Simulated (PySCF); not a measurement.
Problem. What does the PBE0/6-31+G* structure of `c1c[s+]ccc1` look like in three dimensions? (Charge +1.)

Solution. 
Z-matrix in Å and degrees, rows numbered from 1:
```
C 
C   1  1.3985
C   2  1.3808  1  122.51
S   3  1.6881  2  124.25  1     0.06
C   4  1.6880  3  103.48  2    -0.01
C   5  1.3808  4  124.27  3    -0.05
H   1  1.0867  2  118.50  3   179.98
H   2  1.0867  1  119.51  3  -179.99
H   3  1.0876  2  121.78  1  -179.99
H   5  1.0876  4  113.95  3   180.00
H   6  1.0867  1  119.52  2   179.99
```

C3 (aromatic CH next to a ring sulfur) is planar (angles 124.2°, 121.8° and 114.0°, sum 360.0°, 0.00 Å off the plane of its three neighbours). The 6-membered ring C1–C2–C3–S4–C5–C6 has internal angles of 103.5° to 124.3°; it is planar, 0.00 Å rms from its mean plane, widest ring torsion 0°. The 6 heavy atoms lie in one plane (0.000 Å rms). C1 (aromatic CH carbon) is planar (angles 123.0°, 118.5° and 118.5°, sum 360.0°, 0.00 Å off the plane of its three neighbours).

Theory: PBE0/6-31+G* geometry optimisation, gas phase (PySCF 2.14.0).

Point group: C2v (tolerance 0.08 Å). Stationary, but not proved a minimum. Geometry: PBE0/6-31+G*; no solvent, vibrations or thermal averaging.
